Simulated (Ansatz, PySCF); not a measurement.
System: C₂F₃N, charge 0, singlet. C2F3N (SMILES FC(F)(F)C#N).
B3LYP-D3(BJ)/def2-TZVP minimum from Ansatz (a quantum-chemistry and plane-wave program):
```xyz
6

C      0.0001    -0.0015    -0.3215
C     -0.0004     0.0053     1.1599
F     -0.0086     1.2491    -0.7901
F      1.0896    -0.6222    -0.7811
F     -1.0802    -0.6377    -0.7817
N     -0.0008     0.0106     2.3065
```
Charge 0, spin multiplicity 1.

Total energies in hartree (Ansatz). Radicals and triplets start from unrestricted determinants; spin-orbit coupling is neglected. Correlated methods leave the cores frozen. No relativity.

```tsv
species	HF/cc-pVTZ	CCSD(T)/cc-pVTZ	HF/cc-pVQZ	CCSD(T)/cc-pVQZ	CCSD(T)/cc-pVDZ	CCSDT(Q)/cc-pVDZ
1: C2F3N (SMILES N#CC(F)(F)F)	-428.63899	-429.92185	-428.67155	-430.05332	-429.50028	-429.50388
2: C (triplet)	-37.69157	-37.78076	-37.69331	-37.78654	-37.76038	-37.76071
3: F (doublet)	-99.40552	-99.62036	-99.41377	-99.65026	-99.52757	-99.52776
4: N (quartet)	-54.40069	-54.51471	-54.40372	-54.52482	-54.47850	-54.47866
```

**Question.** Work out the enthalpy of formation at 298 K (by atomisation, with rigid-rotor harmonic-oscillator terms from PySCF's Hessian at B3LYP-D3(BJ)/def2-TZVP and the atoms' measured values of the G2/97 table; no spin-orbit terms) in kJ/mol: take Hartree-Fock from cc-pVQZ, extrapolate the CCSD(T) correlation energy as X^-3 (X = 3, 4), and add CCSDT(Q) - CCSD(T) in cc-pVDZ. The further terms named in the bracket sum to +0.83046 hartree. 1 hartree = 2625.5 kJ/mol.

**Answer.** 
Species 1: correlation (64·(-1.38177) - 27·(-1.28286))/37 = -1.45395; step -0.00360; E1 = -428.67155 + (-1.45395) + (-0.00360) = -430.12910
Species 2: correlation (64·(-0.09323) - 27·(-0.08919))/37 = -0.09618; step -0.00033; E2 = -37.69331 + (-0.09618) + (-0.00033) = -37.78982
Species 3: correlation (64·(-0.23649) - 27·(-0.21484))/37 = -0.25229; step -0.00019; E3 = -99.41377 + (-0.25229) + (-0.00019) = -99.66625
Species 4: correlation (64·(-0.12110) - 27·(-0.11402))/37 = -0.12627; step -0.00016; E4 = -54.40372 + (-0.12627) + (-0.00016) = -54.53015
+1·E1 -2·E2 -3·E3 -1·E4 +0.83046 = -0.19010 hartree = -499.1 kJ/mol. Measured: -118.4 kcal/mol, -495.4 kJ/mol (G2/97 table in ASE (Curtiss et al.)); atomic spin-orbit terms, which the calculations lack, would raise the computed values. The composite differs from it by -3.7 kJ/mol; core, relativistic and spin-orbit terms are not in it.
